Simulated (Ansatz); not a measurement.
`N[SiH2]` radical. Total charge 0; spin multiplicity 2.

Cartesian coordinates in Å:
```
N 0.515 0.470 -0.496
Si -0.628 -0.591 0.240
H 1.344 0.094 -0.929
H 0.195 1.291 -0.987
H 0.136 -1.516 1.129
H -1.562 0.253 1.043
```

(1) What are the harmonic wavenumbers in cm⁻¹ at PBE0-D4/def2-TZVP (Ansatz, finite differences of forces, unscaled)? (Best estimate.)

(2) Is this a minimum?

(3) Give the ideal-gas thermochemistry at 298.15 K and 1 bar (rigid rotor, harmonic oscillator; point group Cs, symmetry number 1).

(4) And at 400, 500, 600, 800 and 1000 K?

Results:

(1) Ansatz gave: 236, 426, 633, 747, 841, 896, 900, 1582, 2158, 2191, 3597, 3692.

(2) Yes, all 12 modes are real.

(3) Zero-point energy 107.1 kJ/mol; H(298) − E = 120.2 kJ/mol; entropy 264.3 J/(mol·K), of which translation 156.6, rotation 85.9, vibration 16.0, electronic 5.8; G(298) − E = 41.4 kJ/mol.

(4) 
```
T (K)  H − E (kJ/mol)  S (J/mol/K)  G − E (kJ/mol)
  400           126.9        283.6            13.5
  500           134.4        300.3           -15.8
  600           142.6        315.3           -46.6
  800           160.7        341.2          -112.3
 1000           180.5        363.3          -182.8
```
